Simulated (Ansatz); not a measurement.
A run of Ansatz (development build ahead of 0.2.0) on singlet SiO at this shape:

```xyz
2

Si    0.0000    0.0000    0.0000
O     0.0000    0.0000    3.0200
```

Its results:

```
Converged                       : yes
Total energy                    : -363.66250 hartree
Spin squared of the determinant : 2.010
Stability test                  : minimum
```

Question: Which input gives this output? Name the method, the orbitals and the basis set, and write the input.

Answer: UHF in pcseg-2.

```yaml
crystal:
  periodic: [false, false, false]
  atoms:
    - { symbol: Si, position_ang: [0.0, 0.0, 0.0] }
    - { symbol: O, position_ang: [0.0, 0.0, 3.02] }
basis:
  gaussian: { orbitals: pcseg-2 }
magnetization:
  spin_polarized: true
hamiltonian:
  xc: hf
```

Caution: the unrestricted determinant is a mixture of spin states.
